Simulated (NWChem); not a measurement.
## Total energies of propyne (C$_{3}$H$_{4}$)

```xyz
7

C      1.2234    -0.1960     0.0000
C     -0.2116     0.0353     0.0000
C     -1.4074     0.2252     0.0000
H      1.4491    -1.2737     0.0000
H      1.6966     0.2476     0.8898
H      1.6966     0.2476    -0.8898
H     -2.4686     0.3908     0.0000
```
Charge 0, spin multiplicity 1.

The numbers come from NWChem runs, not from measurements. The geometry was optimised at PBE0/def2-SVP, a minimum by its harmonic frequencies.

Basis set: cc-pVTZ (146 functions).

```csv
method,total energy (Ha),relative cost
RHF,-115.90658,1
MP2,-116.38966,under 3
B2PLYP,-116.58903,under 3
PBE,-116.53255,under 3
B3LYP,-116.70306,under 3
LC-wPBE (omega 0.3 per bohr),-116.58303,10
```

Total energies of different functionals aren't comparable as a measure of quality: only differences taken within one method are. Relative cost: rough, from shared machines, SCF included, RHF = 1.

The correlated methods keep 3 core orbitals frozen. B3LYP has NWChem's definition, with VWN1-RPA local correlation. GW and range-separated runs recompute their integrals, the others keep them in memory, which bears on the times.
